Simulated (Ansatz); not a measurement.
# Energy profile

The step: BH₂F ([BH2][F]) + CH₄ → CH₅B ([BH2][CH3]) + HF; bonds formed: B1–C6, F2–H5; bonds broken: B1–F2, H5–C6 (atoms numbered as in the saddle structure below).

```
9
angstrom
B -0.6364 0.3278 -0.5130
F 0.5198 0.3178 -1.6748
H -0.9150 1.4684 -0.2997
H -1.4743 -0.4576 -0.8363
H 0.7666 -0.0436 -0.6276
C 0.3712 -0.3086 0.7110
H 1.1703 0.3005 1.1411
H -0.4644 -0.2437 1.4162
H 0.6622 -1.3611 0.6831
```

Electronic energies by CCSD(T) at an estimated basis limit (MP2 extrapolated from triple and quadruple zeta, plus CCSD(T) − MP2 in triple zeta), on PBE0-D4/def2-TZVP structures; CH₆BF, singlet; no counterpoise correction. Ansatz 0.2.0; basis: def2-TZVPP and def2-QZVPP; cores frozen in the correlated methods. Extrapolation: Hartree–Fock as exp(−7.88 √X), correlation as X^−2.97.

Task: Give the profile in kcal/mol, counted from the separated reactants. (Judge from chemistry; the value comes from the calculation.)

Result: Computed:
```tsv
point	kcal/mol
separated: BH₂F (linked as [BH2][F]; B1, F2, H3, H4; singlet) + CH₄ (H5, C6, H7, H8, H9; singlet)	0.00
start structure	-1.00
saddle	51.40
end structure	31.96
separated: CH₅B (linked as [BH2][CH3]; B1, H3, H4, C6, H7, H8, H9; singlet) + HF (F2, H5; singlet)	34.01
```

T1 diagnostic: at most 0.014. The start structure is not quite a true minimum (one mode of 45i cm⁻¹).

For scale, one of the runs: CCSD(T)/def2-TZVPP, 177 basis functions, launched by `ansatz run in.yaml --threads 2 --pin off --events-out ev --progress --plain --max-ram 4352MiB`. The run took 46 s on 2 CPU threads of an Intel Xeon Platinum 8259CL (shared host), with 1.7 GiB of host memory at its peak.
